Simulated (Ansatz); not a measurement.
Band gap (eV) of solids drawn from the class of oxides, at two levels: PBE (Ansatz, a first-principles code, plane waves, PAW), and dielectric-dependent PBE hybrid (Ansatz, plane waves, PAW).

| solid | PBE | dielectric-dependent PBE hybrid | shift (eV) |
|---|---|---|---|
| SiO₂ (P4₁2₁2, No. 92) | 5.77 | 10.27 | +4.50 |
| rutile TiO₂ | 1.90 | 3.02 | +1.12 |
| rock-salt BaO | 2.04 | 3.95 | +1.91 |
| cubic perovskite BaHfO₃ | 3.67 | 5.60 | +1.93 |
| cuprite Ag₂O | 0.01 | 1.02 | +1.01 |
| α-quartz (SiO2) | 6.01 | 10.26 | +4.25 |
| rock-salt SrO | 3.32 | 5.65 | +2.33 |
| corundum (α-Al2O3) | 6.25 | 9.50 | +3.25 |
| rutile SnO₂ | 1.26 | 3.46 | +2.20 |
| rock-salt MgO | 4.78 | 7.90 | +3.12 |

The shifts run from +1.01 eV to +4.50 eV, with a median of +2.27 eV.

Of 10 rows, dielectric-dependent PBE hybrid is the larger in 10 and the smaller in 0.

Database compounds that came out metallic weren't drawn.

Ansatz's runs of these crystals have no spin polarisation.

Density-functional gaps are differences of (generalised) Kohn–Sham levels.

Levels without +SOC have no spin–orbit coupling; where heavier elements are present it shifts gaps, mostly down, and can invert bands. Cells: PBE at the measured cell for 9 of them, at the measured cell (atoms relaxed with PBEsol) for 1 of them; dielectric-dependent PBE hybrid at the measured cell for 9 of them, at the measured cell (atoms relaxed with PBEsol) for 1 of them. Ansatz's density-functional and Hartree–Fock values are scalar-relativistic unless marked +SOC, with PAW data made under PBE.
